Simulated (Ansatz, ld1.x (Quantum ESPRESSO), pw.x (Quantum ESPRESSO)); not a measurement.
# tungsten (diamond): variants of one RRKJ potential in the solid

tungsten (W), norm-conserving RRKJ (Kleinman–Bylander form), made with ld1.x (Quantum ESPRESSO) 7.5 (LDA (PW92), scalar-relativistic). Core [Xe] 4f14, reference 5d4 6s1.5 6p0 (charge +0.5). Waves: 6p (bound, empty): rc 3.80 bohr; 5d (bound): rc 1.75 bohr; 5f channel at -0.15 Ry: rc 3.20 bohr; 6s (bound): rc 2.05 bohr. Local part: the s channel. Core correction: none.

Crystal test: diamond W in pw.x 7.5, no spin, 8³ k-points, Fermi–Dirac smearing 0.01 Ry, cutoffs set for each file from its atomic test. The reference is all-electron LAPW (Ansatz 0.2.0) with the same functional, mesh and smearing; V0 and B0 come from Birch–Murnaghan fits to the pressures at five volumes. Errors are pseudo minus all-electron; Δ is the rms difference of the E(V) curves that follow from these fits, minima aligned, over ±6 % about the mean V0. Mesh and smearing are coarse, so the numbers serve the comparison and aren't converged zero-temperature values; the lattice is a test structure that the element need not adopt.

All-electron: a0 = 5.714 Å (V0 = 23.32 Å³/atom), B0 = 135.4 GPa.

Base: The largest radius (3.80 bohr) exceeds half the bond length (2.34 bohr), so the spheres overlap, which is one possible source of error among others. This is a poor potential for the solid.

1 further variants are left out: they gave no file fit for a test, a broken result, the same result as the base, or pressures whose basis-set error rivals the error shown.

A dash in a converged row means that the minimum lies outside the volumes sampled.

| change | cutoffs (Ry) | pw.x | a0 (Å) | a0 error (%) | B0 error (%) | Δ (meV/atom) | mean pressure error (GPa) |
| --- | --- | --- | --- | --- | --- | --- | --- |
| base | 70/280 | converged | – | – | – | – | -8.17 |
| wave 6p (bound): rc 3.80 bohr becomes 6p (bound): rc 2.74 bohr | 70/280 | converged | – | – | – | – | -6.59 |
| wave 6p (bound): rc 3.80 bohr becomes 6p (bound): rc 4.94 bohr | 70/280 | converged | 5.649 | -1.13 | -5.8 | 22.9 | -4.21 |
| wave 6p (bound): rc 3.80 bohr becomes 6p (bound): rc 5.46 bohr | 70/280 | converged | 5.683 | -0.54 | -13.8 | 11.1 | -1.97 |

Give the row for: wave 6p (bound): rc 3.80 bohr becomes 6p (bound): rc 4.18 bohr.

pw.x: converged; mean pressure error (GPa): -7.75.
